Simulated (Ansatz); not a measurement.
Basis-set extrapolation for CH3FNP (`F/C=N/P`) (PBE0-D4/def2-TZVP geometry, frozen core, Ansatz). Multiplicity 1, RHF reference.

|  | def2-TZVPP | def2-QZVPP |
| --- | --- | --- |
| HF | -534.309871 | -534.328662 |
| MP2 correlation | -0.755051 | -0.815314 |
| CCSD(T) correlation | -0.814397 | not run |

Energies in hartree. Use E(X) = E(∞) + A·exp(−7.88·√X) for Hartree–Fock and E(X) = E(∞) + B·X^(−2.97) for correlation, with X = 3 and 4, and add CCSD(T) minus MP2 of the smaller set to the MP2 limit.

Q: What is the CCSD(T) energy at the basis-set limit?

A: HF limit: -534.328662 + (-0.018791) × 0.13774 = -534.33125. MP2 limit: -0.815314 + (-0.060263) × 0.74074 = -0.85995. Higher-order term: -0.814397 − (-0.755051) = -0.05935. Total: -535.25055 hartree, 331.6 kJ/mol below CCSD(T)/def2-TZVPP.
